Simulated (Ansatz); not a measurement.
# MgS+ (quartet): the correlation ladder, def2-TZVPP

One table from this session's results is given with a row withheld; the runs are named, their logs left out.

Computed with Ansatz 0.2.0, Gaussian basis. Level: def2-TZVPP, core rule «outside noble gas», up to 10 orbitals frozen.

To be run: UHF; ROHF; CCSD(T) on UHF.

2 further runs of the same task are left out: 2 set aside as unsound or not needed.

**The system**

The geometry is a PBE0/def2-TZVP stationary point (not a proven minimum) of the parent state, kept for this charge and spin.

2 atoms, charge 1, spin multiplicity 4.

Atoms are counted from 1 here; the program's logs count them from 0.

Bond lengths: S1–Mg2 2.340 Å.

Set-up of the first run:

in.yaml reads:

```yaml
crystal:
  periodic: [false, false, false]
  atoms:
    - {symbol: S, position_ang: [0.000000, 0.000000, 0.000000]}
    - {symbol: Mg, position_ang: [0.000000, 0.000000, 2.340400]}
basis:
  gaussian: {orbitals: def2-TZVPP}
total_charge: 1
magnetization: {spin_polarized: true, initial_magnetization: 3}
hamiltonian: {xc: hf}
output: {orbitals: {seedname: orbitals}}
```

Command:

```
$ ansatz run in.yaml --threads 1 --pin off --events-out ev --progress --plain --max-ram 4096MiB --backend cpu
```

Steps of the session up to this table: UHF; ROHF; CCSD(T) on UHF.

One table of the session follows, with a row left open; its other results are not shown here.

| method | from UCCSD(T) (meV) |
| --- | --- |
| ROHF | +4233.7 |
| UHF | +4062.1 |
| UMP2 | ? |
| UCCSD | +141.2 |
| UCCSD(T) | 0 |

**Question.** Estimate the row for UMP2.

As computed: from UCCSD(T) (meV): +803.4. In the column «from UCCSD(T) (meV)» it lies between UCCSD (+141.2) and UHF (+4062.1).
